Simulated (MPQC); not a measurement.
# BNH4 (BH2(NH2)) at 4 levels

We compute a comparison of 4 runs (HF/def2-SVP, PBE0/3-21G, PBE0/def2-SVP, B3LYP/aug-cc-pVDZ) of BNH4 (BH2(NH2)). 

Program for the calculation: MPQC 2.3.1.

1 further run of the same task is left out (set aside as unsound or not needed).

**1. The system as given**

BNH4: 6 atoms, total charge 0, spin state singlet. SMILES: `[H]B([H])N`. The coordinates come from a GFN2-xTB relaxation.

Bond lengths: B1–N4 1.378 Å, B1–H2 1.171 Å, B1–H3 1.171 Å, N4–H5 1.007 Å, N4–H6 1.007 Å. Angles: B1–N4–H5 123.8°, B1–N4–H6 123.7°, H2–B1–N4 118.8°, H3–B1–N4 119.0°, H5–N4–H6 112.5°, H2–B1–H3 122.1°.

**2. Energy and forces at HF/def2-SVP (run 1)**

The input, run.in:

```
% emacs should use -*- KeyVal -*- mode
molecule<Molecule>: (
   symmetry = c1
   unit = angstrom
   { atoms geometry } = {
      B  [ 0.341950     0.595150     0.003650 ]
      H  [ 1.330110     0.674300     0.627440 ]
      H  [ -0.078600     1.496820    -0.614110 ]
      N  [ -0.345390    -0.598720    -0.003870 ]
      H  [ -1.199300    -0.750580    -0.515060 ]
      H  [ -0.048780    -1.416960     0.501960 ]
   }
)
basis<GaussianBasisSet>: (
   name = "def2-SVP"
   molecule = $:molecule
   basisdir = "."
   puream = yes
)
mpqc: (
   checkpoint = no
   savestate = no
   restart = no
   do_energy = yes
   do_gradient = yes
   optimize = no
   mole<CLHF>: (
      molecule = $:molecule
      basis = $:basis
      total_charge = 0
      memory = 1000000000
      print_evals = yes
      print_npa = yes
      maxiter = 120
      value_accuracy = 1e-08
      guess_wavefunction<CLHF>: (
         molecule = $:molecule
         total_charge = 0
         memory = 1000000000
         value_accuracy = 1e-3
         basis<GaussianBasisSet>: (
            name = "3-21G"
            molecule = $:molecule
         )
      )
   )
)
```

The basis set def2-SVP is read from a file made from the Basis Set Exchange's data (not shown).

Command:

```bash
mpqc -o run.out run.in
```

The log of the run:

```text
MPQC: Massively Parallel Quantum Chemistry
[...]
  LUMO is     9   A =   0.154773
  total scf energy =  -81.4335339919
[...]
Value of the MolecularEnergy:  -81.4335339919
  Gradient of the MolecularEnergy:
      1    0.0032621880
      2    0.0060913203
      3    0.0000411672
      4   -0.0139010512
      5   -0.0024447628
      6   -0.0084165947
      7    0.0049732262
      8   -0.0133096316
      9    0.0083014216
     10    0.0111208960
     11    0.0191344975
     12    0.0001463927
[...]
      symmetry = c1
[...]
```

Run time: 2.2 s. Hardware: 1 thread of Arm Neoverse V1, shared host; peak memory 0.1 GiB.

**3. Energy and forces at PBE0/3-21G (run 2)**

The input, run.in:

```
molecule<Molecule>: (
   symmetry = c1
   unit = angstrom
   { atoms geometry } = {
      B  [ 0.341950 0.595150 0.003650 ]
      H  [ 1.330110 0.674300 0.627440 ]
      H  [ -0.078600 1.496820 -0.614110 ]
      N  [ -0.345390 -0.598720 -0.003870 ]
      H  [ -1.199300 -0.750580 -0.515060 ]
      H  [ -0.048780 -1.416960 0.501960 ]
   }
)
basis<GaussianBasisSet>: (
   name = "3-21G"
   molecule = $:molecule
   basisdir = "."
   puream = yes
)
mpqc: (
   checkpoint = no
   savestate = no
   restart = no
   do_energy = yes
   do_gradient = yes
   optimize = no
   mole<CLKS>: (
      molecule = $:molecule
      basis = $:basis
      total_charge = 0
      memory = 1000000000
      print_evals = yes
      print_npa = yes
      maxiter = 120
      value_accuracy = 1e-08
      functional<SumDenFunctional>: (
         a0 = 0.25
         coefs = [ 0.75 1 ]
         funcs: [ <PBEXFunctional>: () <PBECFunctional>: () ]
      )
      integrator<RadialAngularIntegrator>: ( grid = xfine )
      guess_wavefunction<CLHF>: (
         molecule = $:molecule
         total_charge = 0
         memory = 1000000000
         value_accuracy = 1e-3
         basis<GaussianBasisSet>: (
            name = "3-21G"
            molecule = $:molecule
         )
      )
   )
)
```

The basis set 3-21G is read from a file made from the Basis Set Exchange's data (not shown).

Command:

```bash
mpqc run.in > run.out
```

The log of the run:

```text
MPQC: Massively Parallel Quantum Chemistry
[...]
  Integrated electron density error = -0.000504921925
  iter     1 energy =  -81.4730125456 delta = 1.89014e-01
  Integrated electron density error = -0.000064092593
  iter     2 energy =  -81.4779224249 delta = 1.01303e-02
[...]
  Integrated electron density error = 0.000000093137
  iter     8 energy =  -81.4788650127 delta = 6.99469e-07
  Integrated electron density error = 0.000000093137
  iter     9 energy =  -81.4788650127 delta = 1.38433e-07
  Integrated electron density error = 0.000000093138
  iter    10 energy =  -81.4788650127 delta = 1.31124e-08
[...]
  LUMO is     9   A =   0.037650
  total scf energy =  -81.4788650127
[...]
  Integrated electron density error = 0.000000092298
  Total Gradient:
[...]
Value of the MolecularEnergy:  -81.4788650127
  Gradient of the MolecularEnergy:
      1   -0.0029117478
      2   -0.0047088096
      3   -0.0000175258
      4   -0.0121213832
      5   -0.0017600388
      6   -0.0074883670
      7    0.0046523921
      8   -0.0114222926
      9    0.0073926187
     10    0.0069808161
     11    0.0119437368
     12    0.0001029601
[...]
        symmetry = c1
[...]
```

It took 8.7 s on 1 thread of Arm Neoverse V1, shared host.

**4. Energy and gradient at PBE0/def2-SVP (run 3)**

The input, mol.in:

```
% BH4N
molecule<Molecule>: (
  symmetry = c1
  unit = bohr
  { atoms geometry } = {
    B  [ 0.64619185   1.12467050   0.00689750 ]
    H  [ 2.51354362   1.27424233   1.18568976 ]
    H  [ -0.14853247   2.82857986  -1.16049971 ]
    N  [ -0.65269251  -1.13141683  -0.00731324 ]
    H  [ -2.26634854  -1.41839063  -0.97332234 ]
    H  [ -0.09218084  -2.67766633   0.94856693 ]
  }
)
basis<GaussianBasisSet>: (
  name = "def2-SVP"
  molecule = $:molecule
  basisdir = "."
  puream = yes
)
mpqc: (
  checkpoint = no
  savestate = no
  restart = no
  do_energy = yes
  do_gradient = yes
  optimize = no
  mole<CLKS>: (
    molecule = $:molecule
    basis = $:basis
    total_charge = 0
    memory = 1000000000
    print_evals = yes
    print_npa = yes
    maxiter = 120
    value_accuracy = 1e-08
    functional<SumDenFunctional>: (
      a0 = 0.25
      coefs = [ 0.75 1 ]
      funcs: [ <PBEXFunctional>: () <PBECFunctional>: () ]
    )
    integrator<RadialAngularIntegrator>: ( grid = xfine )
    guess_wavefunction<ExtendedHuckelWfn>: (
      molecule = $:molecule
      total_charge = 0
      multiplicity = 1
      basis<GaussianBasisSet>: (
        name = "STO-3G"
        molecule = $:molecule
      )
    )
  )
)
```

The basis set def2-SVP is read from a file made from the Basis Set Exchange's data (not shown).

Command:

```bash
mpqc -o mol.out mol.in
```

The log of the run:

```text
MPQC: Massively Parallel Quantum Chemistry
[...]
  CLSCF::init: total charge = 0
[...]
  nbasis = 48
[...]
  Integrated electron density error = 0.000566330768
  iter     1 energy =  -81.3536648008 delta = 1.05160e-01
  Integrated electron density error = -0.000008978219
  iter     2 energy =  -81.7953224173 delta = 3.92228e-02
[...]
  Integrated electron density error = 0.000000101215
  iter     9 energy =  -81.8683620394 delta = 3.68997e-07
  Integrated electron density error = 0.000000101215
  iter    10 energy =  -81.8683620394 delta = 1.20537e-07
  Integrated electron density error = 0.000000101216
  iter    11 energy =  -81.8683620394 delta = 1.33045e-08
[...]
  LUMO is     9   A =   0.022848
  total scf energy =  -81.8683620394
[...]
  Integrated electron density error = 0.000000098507
  Total Gradient:
[...]
Value of the MolecularEnergy:  -81.8683620394
  Gradient of the MolecularEnergy:
      1    0.0046936747
      2    0.0085057508
      3    0.0000479518
      4   -0.0163682042
      5   -0.0016890371
      6   -0.0103213344
      7    0.0068214499
      8   -0.0150976571
      9    0.0102086851
     10    0.0031747917
     11    0.0053340956
     12    0.0000694218
[...]
        symmetry = c1
[...]
```

It took 20 s on 1 thread of Arm Neoverse V1, shared host; peak memory 0.1 GiB.

**5. Energy and forces at B3LYP/aug-cc-pVDZ (run 4)**

The input, input.in:

```
% emacs should use -*- KeyVal -*- mode
molecule<Molecule>: (
    symmetry = c1
    unit = angstrom
    { atoms geometry } = {
        B  [ 0.341950 0.595150 0.003650 ]
        H  [ 1.330110 0.674300 0.627440 ]
        H  [ -0.078600 1.496820 -0.614110 ]
        N  [ -0.345390 -0.598720 -0.003870 ]
        H  [ -1.199300 -0.750580 -0.515060 ]
        H  [ -0.048780 -1.416960 0.501960 ]
    }
)
basis<GaussianBasisSet>: (
    name = "aug-cc-pVDZ"
    molecule = $:molecule
    basisdir = "."
    puream = yes
)
mpqc: (
    checkpoint = no
    savestate = no
    restart = no
    do_energy = yes
    do_gradient = yes
    optimize = no
    mole<CLKS>: (
        molecule = $:molecule
        basis = $:basis
        total_charge = 0
        memory = 1000000000
        print_evals = yes
        print_npa = yes
        maxiter = 120
        value_accuracy = 1e-08
        functional<StdDenFunctional>: ( name = "B3LYP" )
        integrator<RadialAngularIntegrator>: ( grid = xfine )
        guess_wavefunction<CLHF>: (
            molecule = $:molecule
            total_charge = 0
            memory = 1000000000
            value_accuracy = 1e-3
            basis<GaussianBasisSet>: (
                name = "STO-3G"
                molecule = $:molecule
            )
        )
    )
)
```

The basis set aug-cc-pVDZ is read from a file made from the Basis Set Exchange's data (not shown).

Command:

```bash
mpqc input.in > input.out
```

The log of the run:

```text
MPQC: Massively Parallel Quantum Chemistry
[...]
  Integrated electron density error = 0.000560248926
  iter     1 energy =  -81.9419580579 delta = 1.00168e-01
  Integrated electron density error = -0.000027968074
  iter     2 energy =  -82.0500824758 delta = 4.58257e-02
[...]
  Integrated electron density error = 0.000000170385
  iter     8 energy =  -82.0551741104 delta = 7.36136e-06
  Integrated electron density error = 0.000000170502
  iter     9 energy =  -82.0551741105 delta = 7.48899e-07
  Integrated electron density error = 0.000000170502
  iter    10 energy =  -82.0551741105 delta = 1.95198e-07
[...]
  LUMO is     9   A =  -0.013788
  total scf energy =  -82.0551741105
[...]
  Integrated electron density error = 0.000000165603
  Total Gradient:
[...]
Value of the MolecularEnergy:  -82.0551741105
  Gradient of the MolecularEnergy:
      1    0.0000754467
      2    0.0004884405
      3    0.0000067531
      4   -0.0125604198
      5   -0.0010781854
      6   -0.0080297392
      7    0.0054587997
      8   -0.0114667566
      9    0.0079379079
     10    0.0058413103
     11    0.0099769798
     12    0.0000918418
[...]
        symmetry = c1
[...]
```

It took 66 s on 1 thread of Arm Neoverse V1, shared host; peak memory 0.56 GiB.

**6. All runs side by side**

```
run              level  integration grid  starting guess  energy (Eh)  HOMO energy (eV)  LUMO energy (eV)  HOMO–LUMO gap (eV)  wall time
  1        HF/def2-SVP                 –           3-21G   -81.433534            -11.95              4.21               16.17      2.2 s
  2         PBE0/3-21G             xfine           3-21G   -81.478865             -8.40              1.02                9.42      8.7 s
  3      PBE0/def2-SVP             xfine   huckel STO-3G   -81.868362             -8.57              0.62                9.19       20 s
  4  B3LYP/aug-cc-pVDZ             xfine          STO-3G   -82.055174             -8.45             -0.38                8.08       66 s
```

**7. Results**

| quantity | value |
| --- | --- |
| run 4: total energy | -82.05517 Eh |
| run 4: HOMO energy | -8.45 eV |
| run 4: LUMO energy | -0.38 eV |
| run 4: HOMO–LUMO gap | 8.08 eV |
| run 4: largest force on an atom | 0.770 eV/Å |

What this shows: The HOMO–LUMO gap runs from 8.08 eV (B3LYP/aug-cc-pVDZ) to 16.17 eV (HF/def2-SVP). The two ends differ in method and basis. Totals of different functionals can't be ranked against each other. All runs together took 98 s, the longest 66 s.
